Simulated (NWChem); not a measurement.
System: carbon tetrachloride (CCl4); SMILES ClC(Cl)(Cl)Cl

Here is an NWChem input.

```
start job
memory heap 200 mb stack 900 mb global 1100 mb
geometry units angstroms noautoz
  Cl     1.375923    -1.140267    -0.069627
  C     -0.000033     0.000047     0.000003
  Cl     0.616392     1.678535     0.001892
  Cl    -1.051770    -0.247015    -1.425003
  Cl    -0.940542    -0.291385     1.492664
end
basis spherical
  * library def2-svp
end
dft
  xc hfexch
  iterations 150
  mulliken
end
task dft energy
```

Excerpt of the output:

```
             Northwest Computational Chemistry Package (NWChem) 7.3.0
             --------------------------------------------------------

 C1  symmetry detected

                             Geometry "geometry" -> ""
                             -------------------------

 Output coordinates in angstroms (scale by  1.889725989 to convert to a.u.)

  No.       Tag          Charge          X              Y              Z
 ---- ---------------- ---------- -------------- -------------- --------------
    1 Cl                  17.0000     0.56518112    -1.59099438    -0.58946647
    2 C                    6.0000    -0.00000769     0.00005528     0.00006034
    3 Cl                  17.0000     1.00576361     0.51362829     1.38641245
    4 Cl                  17.0000     0.13609840     1.20538152    -1.31390170
    5 Cl                  17.0000    -1.70704041    -0.12803495     0.51693442

 Effective nuclear repulsion energy (a.u.)     434.9623157030

  xc_inp: hfexch multiplicative factor not found.

                                 NWChem DFT Module
                                 -----------------

 Summary of "ao basis" -> "ao basis" (spherical)
 ------------------------------------------------------------------------------
       Tag                 Description            Shells   Functions and Types
 ---------------- ------------------------------  ------  ---------------------
 Cl                         def2-svp                 8       18   4s3p1d
 C                          def2-svp                 6       14   3s2p1d

            General Information
            -------------------
          SCF calculation type: DFT
          Wavefunction type:  closed shell.
          No. of atoms     :     5
          No. of electrons :    74
           Alpha electrons :    37
            Beta electrons :    37
          Charge           :     0
          Spin multiplicity:     1
          Use of symmetry is: off; symmetry adaption is: off
          Maximum number of iterations: 150
          AO basis - number of functions:    86
                     number of shells:    38
          Convergence on energy requested:  1.00D-06
          Convergence on density requested:  1.00D-05
          Convergence on gradient requested:  5.00D-04

              XC Information
              --------------
                     Hartree-Fock (Exact) Exchange  1.000

      Superposition of Atomic Density Guess
      -------------------------------------

 Sum of atomic energies:       -1874.91888732

      Non-variational initial energy
      ------------------------------

 Total energy =   -1875.985232
 1-e energy   =   -3459.057826
 2-e energy   =    1148.110278
 HOMO         =      -0.376722
 LUMO         =       0.025977

     ---------------------------------------------
      Total Density - Mulliken Population Analysis
     ---------------------------------------------

    Atom       Charge   Shell Charges
 -----------   ------   -------------------------------------------------------
    1 Cl  17    17.26   2.00  1.99  1.23  0.71  5.94  2.14  3.23  0.02
    2 C    6     4.95   1.99  0.84  0.24  1.11  0.71  0.07
    3 Cl  17    17.26   2.00  1.99  1.23  0.71  5.94  2.14  3.23  0.02
    4 Cl  17    17.26   2.00  1.99  1.23  0.71  5.94  2.14  3.23  0.02
    5 Cl  17    17.26   2.00  1.99  1.23  0.71  5.94  2.14  3.23  0.02

   convergence    iter        energy       DeltaE   RMS-Dens  Diis-err
 ---------------- ----- ----------------- --------- --------- ---------
 d= 0,ls=0.0,diis     1  -1874.9953635610 -2.31D+03  1.61D-02  1.38D+00
 d= 0,ls=0.0,diis     2  -1875.0354702789 -4.01D-02  8.28D-03  1.42D+00
 d= 0,ls=0.0,diis     3  -1875.1971447198 -1.62D-01  1.79D-03  5.65D-03
 d= 0,ls=0.0,diis     4  -1875.1989918770 -1.85D-03  5.06D-04  2.34D-04
 d= 0,ls=0.0,diis     5  -1875.1990919583 -1.00D-04  7.47D-05  9.57D-06
  Resetting Diis
 d= 0,ls=0.0,diis     6  -1875.1990945589 -2.60D-06  2.30D-05  6.36D-07
 d= 0,ls=0.0,diis     7  -1875.1990947262 -1.67D-07  1.17D-06  6.41D-09

         Total DFT energy =    -1875.199094726154
      One electron energy =    -3457.560703407294
           Coulomb energy =     1262.767332065265
    Exchange-Corr. energy =     -115.368039087105
 Nuclear repulsion energy =      434.962315702980

 Numeric. integr. density =        0.000000000000

                       DFT Final Molecular Orbital Analysis
                       ------------------------------------

 Vector   35  Occ=2.000000D+00  E=-4.597037D-01
              MO Center= -2.0D-01,  2.0D-01,  3.7D-01, r^2= 4.2D+00
   Bfn.  Coefficient  Atom+Function         Bfn.  Coefficient  Atom+Function
  ----- ------------  ---------------      ----- ------------  ---------------
    81      0.404058  5 Cl pz                43      0.334963  3 Cl px
    61     -0.297207  4 Cl px                78      0.295030  5 Cl pz
    40      0.244581  3 Cl px                45     -0.235250  3 Cl pz
    58     -0.217009  4 Cl px                42     -0.171773  3 Cl pz
    75      0.168009  5 Cl pz                11     -0.159133  1 Cl px

 Vector   36  Occ=2.000000D+00  E=-4.597003D-01
              MO Center=  5.2D-01,  9.5D-02, -2.2D-01, r^2= 4.1D+00
   Bfn.  Coefficient  Atom+Function         Bfn.  Coefficient  Atom+Function
  ----- ------------  ---------------      ----- ------------  ---------------
    13      0.367198  1 Cl pz                44      0.365749  3 Cl py
    62     -0.301525  4 Cl py                63     -0.282984  4 Cl pz
    10      0.268115  1 Cl pz                41      0.267058  3 Cl py
    59     -0.220164  4 Cl py                60     -0.206626  4 Cl pz
     7      0.152683  1 Cl pz                38      0.152079  3 Cl py

 Vector   37  Occ=2.000000D+00  E=-4.596978D-01
              MO Center= -3.2D-01, -3.0D-01, -1.5D-01, r^2= 4.2D+00
   Bfn.  Coefficient  Atom+Function         Bfn.  Coefficient  Atom+Function
  ----- ------------  ---------------      ----- ------------  ---------------
    80      0.420408  5 Cl py                11     -0.365471  1 Cl px
    77      0.306969  5 Cl py                61      0.295689  4 Cl px
     8     -0.266851  1 Cl px                58      0.215902  4 Cl px
    44     -0.177042  3 Cl py                74      0.174807  5 Cl py
    12     -0.156644  1 Cl py                 5     -0.151963  1 Cl px

 Vector   38  Occ=0.000000D+00  E= 1.224764D-01
              MO Center=  2.7D-04, -8.7D-04, -9.1D-04, r^2= 3.8D+00
   Bfn.  Coefficient  Atom+Function         Bfn.  Coefficient  Atom+Function
  ----- ------------  ---------------      ----- ------------  ---------------
    21      1.371354  2 C  s                 20      0.665255  2 C  s
    79     -0.544616  5 Cl px                12     -0.508416  1 Cl py
    45      0.442248  3 Cl pz                 4     -0.434573  1 Cl s
    36     -0.433797  3 Cl s                 54     -0.434158  4 Cl s
    72     -0.433936  5 Cl s                 63     -0.419259  4 Cl pz

 Vector   39  Occ=0.000000D+00  E= 1.730923D-01
              MO Center=  9.4D-02, -3.4D-01, -1.6D-01, r^2= 3.1D+00
   Bfn.  Coefficient  Atom+Function         Bfn.  Coefficient  Atom+Function
  ----- ------------  ---------------      ----- ------------  ---------------
    26      1.065791  2 C  py                12      0.772142  1 Cl py
     4      0.730515  1 Cl s                 23      0.481910  2 C  py
    25     -0.466528  2 C  px                63     -0.400782  4 Cl pz
    13      0.311704  1 Cl pz                79     -0.307433  5 Cl px
    54     -0.292412  4 Cl s                 27      0.283218  2 C  pz

 Vector   40  Occ=0.000000D+00  E= 1.731469D-01
              MO Center= -8.7D-02,  2.5D-01, -1.8D-01, r^2= 3.2D+00
   Bfn.  Coefficient  Atom+Function         Bfn.  Coefficient  Atom+Function
  ----- ------------  ---------------      ----- ------------  ---------------
    27      1.034335  2 C  pz                54      0.672701  4 Cl s
    62     -0.605702  4 Cl py                79     -0.564113  5 Cl px
    63      0.535725  4 Cl pz                24      0.467615  2 C  pz
    26     -0.450701  2 C  py                72     -0.439701  5 Cl s
    25     -0.401544  2 C  px                43      0.333866  3 Cl px

     ---------------------------------------------
      Total Density - Mulliken Population Analysis
     ---------------------------------------------

    Atom       Charge   Shell Charges
 -----------   ------   -------------------------------------------------------
    1 Cl  17    17.05   2.00  1.99  1.22  0.75  5.94  2.09  3.03  0.04
    2 C    6     5.79   1.99  0.97  0.18  1.78  0.77  0.10
    3 Cl  17    17.05   2.00  1.99  1.22  0.75  5.94  2.09  3.03  0.04
    4 Cl  17    17.05   2.00  1.99  1.22  0.75  5.94  2.09  3.03  0.04
    5 Cl  17    17.05   2.00  1.99  1.22  0.75  5.94  2.09  3.03  0.04

     -------------------------------------------
      Total Density - Lowdin Population Analysis
     -------------------------------------------

    Atom       Charge   Shell Charges
 -----------   ------   -------------------------------------------------------
    1 Cl  17    16.92   2.00  1.96  1.03  0.81  5.83  2.22  3.03  0.04
    2 C    6     6.31   1.97  0.73  0.43  1.64  1.37  0.17
    3 Cl  17    16.92   2.00  1.96  1.03  0.81  5.83  2.22  3.03  0.05
    4 Cl  17    16.92   2.00  1.96  1.03  0.81  5.83  2.22  3.03  0.04
    5 Cl  17    16.92   2.00  1.96  1.03  0.81  5.83  2.22  3.03  0.05

     Multipole analysis of the density
     ---------------------------------

     L   x y z        total         alpha         beta         nuclear
     -   - - -        -----         -----         ----         -------
     0   0 0 0     -0.000000    -37.000000    -37.000000     74.000000

     1   1 0 0     -0.000061     -0.000030     -0.000030     -0.000000
     1   0 1 0      0.000255      0.000128      0.000128     -0.000000
     1   0 0 1      0.000273      0.000136      0.000136      0.000000

     2   2 0 0    -41.049983   -149.939466   -149.939466    258.828949
     2   1 1 0      0.000408      0.000204      0.000204     -0.000000
     2   1 0 1      0.000328      0.000164      0.000164     -0.000000
     2   0 2 0    -41.050768   -149.967626   -149.967626    258.884485
     2   0 1 1     -0.000083     -0.000041     -0.000041      0.000000
     2   0 0 2    -41.050265   -149.929565   -149.929565    258.808866
```

Level: Hartree-Fock/def2-SVP. The geometry was optimised at PBE-D3(BJ)/def2-SVP.
